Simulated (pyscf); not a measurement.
# Four-centre exchange: `[NH]=[SiH]` [doublet] + `[FH]` → `[NH]=[Si][F]` [doublet] + `[H][H]`

Gas phase, doublet surface, charge 0. Bonds broken: Si2–H5, H4–F6. Bonds formed: Si2–F6, H4–H5. Optimised with ωB97X-D3(BJ)/def2-SVP in PySCF.

Transition state (Å):

```xyz
6

N      1.0307     1.2947     0.4965
Si     0.5295     0.3852    -0.7344
H      1.6486     2.0859     0.6319
H     -0.9783    -0.5237    -0.2705
H     -0.1019    -1.0148     0.0006
F     -1.3819     0.4104    -0.8475
```

One imaginary mode, 1318i cm⁻¹; descent along it reached the two sides named, in the forms told below.

| bond | change | reactant side (Å) | saddle | product side |
|---|---|---|---|---|
| Si2–H5 | breaks | 1.510 | 1.703 | 3.5 |
| H4–F6 | breaks | 0.955 | 1.170 | 2.513 |
| Si2–F6 | forms | 2.540 | 1.915 | 1.629 |
| H4–H5 | forms | 2.8 | 1.041 | 0.759 |

Electronic energies relative to the separated reactants (kcal/mol):

```json
[
 {"level": "ωB97X-D3(BJ)/def2-TZVP", "barrier": "15.5", "reaction energy": "-28.2", "reverse barrier": "43.6"},
 {"level": "PBE/def2-TZVP", "barrier": "9.8", "reaction energy": "-27.9", "reverse barrier": "37.6"},
 {"level": "r²SCAN/def2-TZVP", "barrier": "11.1", "reaction energy": "-30.0", "reverse barrier": "41.2"},
 {"level": "B3LYP-D3(BJ)/def2-TZVP", "barrier": "15.1", "reaction energy": "-28.9", "reverse barrier": "44.0"},
 {"level": "PBE0-D3(BJ)/def2-TZVP", "barrier": "13.5", "reaction energy": "-26.5", "reverse barrier": "39.9"},
 {"level": "M06-2X/def2-TZVP", "barrier": "16.7", "reaction energy": "-30.2", "reverse barrier": "46.9"},
 {"level": "ωB97M-D3(BJ)/def2-TZVP", "barrier": "15.5", "reaction energy": "-28.4", "reverse barrier": "43.8"},
 {"level": "HF/def2-TZVP", "barrier": "29.8", "reaction energy": "-29.0", "reverse barrier": "58.9"}
]
```

With ωB97M-D3(BJ)/def2-TZVP energies and thermal terms (ideal gas, 1 atm, RRHO with modes under 100 cm⁻¹ raised to 100, one conformer, R ln 2 for chiral ones without a mode under 150 cm⁻¹), in kcal/mol:

| T (K) | ΔH‡ | ΔG‡ | ΔH | ΔG |
|---|---|---|---|---|
| 298 | 14.3 | 23.3 | -30.3 | -29.0 |
| 600 | 13.9 | 32.7 | -29.8 | -27.9 |
| 900 | 14.1 | 42.1 | -29.4 | -27.0 |
| 1200 | 14.5 | 51.4 | -29.1 | -26.2 |

On the reactant side the descent ends in a complex, 7.9 kcal/mol under the separated species and 23.4 kcal/mol under the saddle at ωB97X-D3(BJ)/def2-TZVP. The same reactants have a lower exit, to H₂N–SiH•–F (barrier +1.2 kcal/mol at ωB97M-D3(BJ)/def2-TZVP, against +15.5 kcal/mol here). This is the saddle that the search found; another between the same sides may lie lower.
